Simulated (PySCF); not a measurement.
**F2 and its ions**

PBE0; PySCF, no relativity, basis sets F def2-TZVP. Neutral (UKS): singlet (closed shell), Re = 1.376 Å, ωe = 1100 cm⁻¹, De = 1.53 eV, HOMO -11.59 eV, LUMO -3.21 eV.

F₂⁺ (UKS): doublet (π ↑), Re = 1.273 Å, ωe = 1303 cm⁻¹, De = 3.51 eV to F⁺ + F. The energies at the minima are -199.40853 hartree for F2 and -198.84103 for F₂⁺.

**Question.** Work out the adiabatic ionisation energy, without and with harmonic zero-point energies (1 hartree = 27.2114 eV, 1 eV = 8065.5 cm⁻¹), and the change of the bond length.

**Answer.** At PBE0: 0.56750 hartree = 15.442 eV between the minima; the zero-point term (1303.0 − 1100.0)/2 cm⁻¹ = +0.013 eV makes it 15.455 eV. Re changes by -10.3 pm against the neutral. Minus the HOMO energy is 11.59 eV, -3.85 eV from the value between the minima; self-interaction puts the Kohn–Sham level too high, less so with exact exchange. The electron leaves a π orbital, and the shorter bond of the ion fits an antibonding orbital, or a change in how ionic the bond is.

States were picked by a PBE0 search and need not be the measured ground states.
